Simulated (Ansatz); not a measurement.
Input file:

```yaml
crystal:
  periodic: [false, false, false]
  atoms:
    - {symbol: C, position_ang: [0.000000, 0.000000, 0.467457]}
    - {symbol: H, position_ang: [0.000000, 0.000000, 1.553364]}
    - {symbol: Cl, position_ang: [0.000000, 1.681723, -0.067509]}
    - {symbol: Cl, position_ang: [1.456415, -0.840862, -0.067509]}
    - {symbol: Cl, position_ang: [-1.456415, -0.840862, -0.067509]}
basis:
  gaussian: {orbitals: "cc-pV(Q+d)Z.json"}
magnetization: {spin_polarized: false}
correlation: {method: bccd_t, electrons: outside_noble_gas}
```

```sh
$ ansatz run in.yaml --threads 2 --pin off --events-out ev --progress --plain --max-ram 15360MiB --backend cuda --devices 0, --max-vram 18GiB
```

Output:

```
1685 factors; integrals over basis functions are off by at most 1.4e-3 eV
mean field evaluation 1: about -38556.9963 eV, gradient 2.4e1 eV
mean field evaluation 2: about -38557.1440 eV, gradient 2.4e1 eV
mean field evaluation 4: about -38558.9418 eV, gradient 3.0e0 eV
mean field evaluation 8: about -38559.0024 eV, gradient 2.3e-1 eV
mean field evaluation 16: about -38556.9992 eV, gradient 2.4e1 eV
mean field -38559.00277243 eV, -1417.0172156561 hartree, gradient 2.2e-6 eV, S^2 0.000000; 0 other end points of the search recorded, 0 dependent functions left out
16 core orbitals not correlated: weight in the atoms' cores, before any rotation towards them, 1.000 or more for the frozen orbitals, at most 0.000 for the correlated occupied ones
reference -38559.00277243 eV, -1417.0172156561 hartree; 13, 13 occupied and 248, 248 virtual orbitals, 1685 factors
second order -21.99667855 eV of doubles, -0.00000000 eV of singles
cycle   1  -22.50558562 eV  change   -5.1e-1 eV  update   9.5e-2
cycle   2  -22.98123932 eV  change   -4.8e-1 eV  update   3.2e-2
cycle   3  -23.09905161 eV  change   -1.2e-1 eV  update   1.5e-2
cycle   4  -23.09555666 eV  change    3.5e-3 eV  update   4.0e-3
cycle   5  -23.09012555 eV  change    5.4e-3 eV  update   1.3e-3
cycle   6  -23.08990993 eV  change    2.2e-4 eV  update   5.5e-4
cycle   7  -23.08950250 eV  change    4.1e-4 eV  update   1.8e-4
cycle   8  -23.08944268 eV  change    6.0e-5 eV  update   7.9e-5
cycle   9  -23.08946418 eV  change   -2.1e-5 eV  update   1.6e-5
perturbative correction -1.18905067 eV, -0.0436968061 hartree
Total energy: -38583.28128728 eV, -1417.9094346203 hartree
```

Ran on 2 threads of AMD EPYC 7R13 with a shared H100 80 GB, shared host: 4.6 s wall, 1.3 GiB peak host memory.
